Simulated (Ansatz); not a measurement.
**C–SiH–Cl, triplet: vertical spin and charge gaps**

Geometry (PBE0/def2-TZVP stationary point for this spin, not checked as a minimum):

```csv
atom,x (Å),y (Å),z (Å)
C,0.0000,-0.6614,2.1374
Si,0.0000,0.4102,0.6768
Cl,0.0000,-0.1549,-1.2791
H,0.0000,1.8982,0.6640
```

Basis cc-pVDZ; Ansatz 0.2.0. Correlated methods freeze the noble-gas cores. R marks a restricted (for open shells ROHF) determinant, U an unrestricted one.

Gaps are energies of the second state less the first, at fixed atoms, for a selection of the levels run; each method lands on the state that its own search finds for that charge and spin.

Unrestricted rows (U, and Kohn–Sham where it breaks symmetry) aren't spin-pure: their determinants' ⟨S²⟩ exceeds S(S+1) by up to 0.71, so they mix in states of higher spin. HF rows are the lowest solutions found. Coupled cluster chose its determinant by trial CCSD, here up to 0.12 eV above the lowest Hartree–Fock solution of its kind, and MP2 stands on that determinant too. For open shells CISD is restricted-active-space CI with the open shells as a complete middle space. A value is left out where its run failed or describes another state than the reference as far as symmetry and spin tell, or, spin-broken singlets apart, can't be checked.

Removing an electron, to the doublet: 8.926 eV at UCCSDT(Q).

```
   level  gap (eV)  error (meV)  ⟨S²⟩ where 0.1 over S(S+1) (first / second)
     RHF     8.501         -425                                        – / –
    RMP2     9.129          203                                        – / –
   RCCSD     8.909          -17                                        – / –
   UCCSD     8.853          -73                                     – / 1.46
RCCSD(T)     8.928            2                                        – / –
UCCSD(T)     8.849          -77                                     – / 1.46
     PBE     9.166          240                                     – / 1.32
   B3LYP     9.129          203                                     – / 1.27
  B2PLYP     9.020           94                                     – / 1.35
 RPA-PBE     9.080          154                                     – / 1.32
```

Removing an electron, to the quartet: 8.474 eV at UCCSDT(Q).

```tsv
level	gap (eV)	error (meV)
RHF	7.151	-1323
RMP2	8.344	-130
UMP2	8.325	-149
CISD	8.148	-326
RCCSD	8.402	-72
UCCSD	8.403	-71
RCCSD(T)	8.462	-12
RCCSDT(Q)	8.475	1
B2PLYP	8.805	331
RPA-PBE	8.914	440
```

Question: PBE gives 2.533 eV for quintet less triplet. Estimate what UCCSDT(Q) gives in cc-pVDZ.

Answer: UCCSDT(Q) in cc-pVDZ gives 2.241 eV, so against it PBE is off by 0.292 eV, of which a good part can be the reference's own basis and frozen-core error.

| level | gap (eV) | error (meV) |
| --- | --- | --- |
| RMP2 | 2.099 | -142 |
| CISD | 1.906 | -335 |
| UCCSD | 2.124 | -117 |
| UCCSD(T) | 2.216 | -25 |
| RCCSDT | 2.231 | -10 |
| UCCSDT | 2.230 | -11 |
| PBE0 | 2.310 | 69 |
| B3LYP | 2.611 | 370 |
| B2PLYP | 2.494 | 253 |

In so small a basis the reference is far from its limit while semilocal and hybrid functionals are nearer theirs (RPA and double hybrids share much of the reference's basis error), so the functionals' errors here hold much of the reference's basis and frozen-core error, which can add to them or hide them.

Full CI isn't at hand for all of this; UCCSDT(Q) serves as the reference, and is uncertain by about the last step of the cluster series. The frozen core follows each run's orbitals, which can shift R against U totals by a few meV.
